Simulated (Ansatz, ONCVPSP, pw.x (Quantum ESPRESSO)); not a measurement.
pw.x on fcc C: one setting changed

Potential: optimised norm-conserving Vanderbilt (ONCV), ONCVPSP 4.0.1.1 (patched build), PBEsol; core [He], reference 2s2 2p2; waves: 2s: rc 1.30 bohr, ncon 3, nbas 8, qcut 6.5 1/bohr, 2 projectors, debl 2.2 Ha; 2p: rc 2.78 bohr, ncon 3, nbas 8, qcut 5.5 1/bohr, 2 projectors, debl 3.9 Ha; d scattering state at 0.08 Ha: rc 2.14 bohr, ncon 5, nbas 8, qcut 5.3 1/bohr, 2 projectors, debl 0.3 Ha; local part: polynomial inside 1.22 bohr (lpopt 1, dvloc0 6 Ha); core correction: none.

The reference run (k-mesh 18³, cutoffs 50/200 Ry, Fermi–Dirac 0.01 Ry, mixing_beta 0.4, conv_thr 1e-9, no spin) gives -3.69 GPa at 7.154 Å³/atom, where all-electron LAPW gives -3.62 GPa. This run, with its own iteration cap, changes k-mesh shift to 1.

```
&control
  calculation='scf', prefix='x', pseudo_dir='./', outdir='./tmp', tstress=.true., disk_io='none'
/
&system
  ibrav=0, nat=1, ntyp=1, ecutwfc=50, ecutrho=200, nbnd=9,
  occupations='smearing', smearing='fd', degauss=0.01
/
&electrons
  conv_thr=1e-09, mixing_beta=0.4, electron_maxstep=50
/
ATOMIC_SPECIES
C 1.0 C.UPF
CELL_PARAMETERS angstrom
  0.00000000 1.52934798 1.52934798
  1.52934798 0.00000000 1.52934798
  1.52934798 1.52934798 0.00000000
ATOMIC_POSITIONS crystal
C 0.0000 0.0000 0.0000
K_POINTS automatic
18 18 18 1 1 1
```

```bash
pw.x < C.scf.in > C.scf.out
```

How does the run end?

It converges in 5 iterations; the free energy moves by +1.0 meV/atom and the pressure by +0.07 GPa.

```
Message from routine setup:
     using ibrav=0 with symmetry is DISCOURAGED, use correct ibrav instead
     lattice parameter (alat)  =       4.0871  a.u.
     unit-cell volume          =      48.2776 (a.u.)^3
     number of electrons       =         4.00
     number of Kohn-Sham states=            9
     kinetic-energy cutoff     =      50.0000  Ry
     charge density cutoff     =     200.0000  Ry
     scf convergence threshold =      1.0E-09
     Exchange-correlation= PBESOL
     number of k points=   570  Fermi-Dirac smearing, width (Ry)=  0.0100
     iteration #  1     ecut=    50.00 Ry     beta= 0.40
     total energy              =     -10.89823202 Ry
     estimated scf accuracy    <       0.00044553 Ry
     iteration #  2     ecut=    50.00 Ry     beta= 0.40
     total energy              =     -10.89822885 Ry
     estimated scf accuracy    <       0.00014724 Ry
     iteration #  3     ecut=    50.00 Ry     beta= 0.40
     total energy              =     -10.89823296 Ry
     estimated scf accuracy    <       0.00000120 Ry
     iteration #  4     ecut=    50.00 Ry     beta= 0.40
     total energy              =     -10.89823301 Ry
     estimated scf accuracy    <          1.8E-09 Ry
     iteration #  5     ecut=    50.00 Ry     beta= 0.40
     the Fermi energy is    11.0230 ev
!    total energy              =     -10.89823301 Ry
     estimated scf accuracy    <          1.2E-10 Ry
     smearing contrib. (-TS)   =      -0.00173319 Ry
     The total energy is F=E-TS. E is the sum of the following terms:
     one-electron contribution =       4.64891580 Ry
     hartree contribution      =       0.29319057 Ry
     xc contribution           =      -3.14716083 Ry
     ewald contribution        =     -12.69144536 Ry
     convergence has been achieved in   5 iterations
          total   stress  (Ry/bohr**3)                   (kbar)     P=      -36.24
     Message from routine punch:
     Nothing written, as per user request (disk_io='none')
```

The run took about 17 s on one core of a shared host (Neoverse-N1, 64 threads, 124 GiB, load 59).
